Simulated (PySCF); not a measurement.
# Mayer bond orders and bond lengths

Compound: nitrogen trifluoride, NF3.
SMILES with atom numbers: `[F:1][N:2]([F:3])[F:4]`

Geometry (PBE0-D3(BJ)/def2-TZVP, Å), atoms numbered from 1 in this order:
```
atom  x, y, z in Å
F1    -0.5215    1.0945   -0.1556
N2     0.0058   -0.0088    0.4403
F3    -0.6755   -1.0161   -0.1698
F4     1.2292   -0.0950   -0.1480
```

Bond orders from the PBE0/pcSseg-2 density (PySCF). Isolated species at its PBE0-D3(BJ)/def2-TZVP geometry, gas phase.

(1) Where do the orders between heavy atoms depart from those drawn in the SMILES?

(2) Give the Mayer order of every bond, beside its length.

(3) Sum the orders of all bonds at each heavy atom with more than one neighbour and set the sums beside the valence in the SMILES.

Answers

(1) The largest departure is 0.036, at F1–N2 (drawn single, 0.964), N2–F3 (drawn single, 0.964) and N2–F4 (drawn single, 0.964).

(2) 
```json
{"bond": "F1–N2", "drawn as": "single", "length (Å)": "1.360", "Mayer order": "0.964"}
{"bond": "N2–F3", "drawn as": "single", "length (Å)": "1.360", "Mayer order": "0.964"}
{"bond": "N2–F4", "drawn as": "single", "length (Å)": "1.360", "Mayer order": "0.964"}
```

(3) N2 2.892 (drawn 3). Orders between atoms that aren't bonded are not in these sums.

For a closed shell the Mayer order of atoms A and B is Σ (PS)μν (PS)νμ over the basis functions μ on A and ν on B, with P the density and S the overlap matrix.

These values come from a run that also computed NMR shieldings. Time: 5.0 s of wall time; peak memory 0.49 GiB. Hardware: Arm Neoverse V1, one thread, shared host with 32 logical CPUs at a one-minute load of 19.
